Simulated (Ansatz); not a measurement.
This geometry of C₂H₃ClS (7 atoms, charge 0, multiplicity 1) is a first-order saddle point.

Method: Ansatz, RKS BLYP-D4/6-31G.

```xyz
7
Properties=species:S:1:pos:R:3
S -0.946 -0.655 1.996
C -0.750 -0.037 0.440
C 0.584 -0.028 -0.251
Cl 0.466 0.731 -2.009
H -1.602 0.379 -0.113
H 0.985 -1.042 -0.394
H 1.324 0.584 0.284
```

**Question.** Which two structures does it join? (They come from a converged band through this point; their orientation in space is the band's.)

**Answer.** No bond is made or broken. The dihedral H5–C2–C3–H6 goes from -175 to -57°. The two ends are copies of one structure, up to a mirror image or an exchange of like atoms.

Image 0:

```xyz
7
Properties=species:S:1:pos:R:3
S -1.267 -1.267 1.430
C -0.710 0.010 0.477
C 0.623 0.026 -0.192
Cl 0.340 0.286 -2.094
H -1.333 0.901 0.328
H 1.174 -0.915 -0.096
H 1.235 0.891 0.101
```

Image 8:

```xyz
7
Properties=species:S:1:pos:R:3
S -0.996 0.363 2.024
C -0.732 -0.121 0.429
C 0.603 -0.094 -0.236
Cl 0.456 0.989 -1.839
H -1.565 -0.495 -0.180
H 0.908 -1.081 -0.615
H 1.386 0.371 0.371
```

**Question.** How far does it lie above each of them?

**Answer.** 0.058 eV above the first and 0.058 eV above the second. This is the barrier of this one path; another mechanism may lie lower. Limits of this set-up: no polarisation functions.

Run time: 100 s on 1 thread of Arm Neoverse V1, with other jobs on the host, peak memory 0.099 GiB.
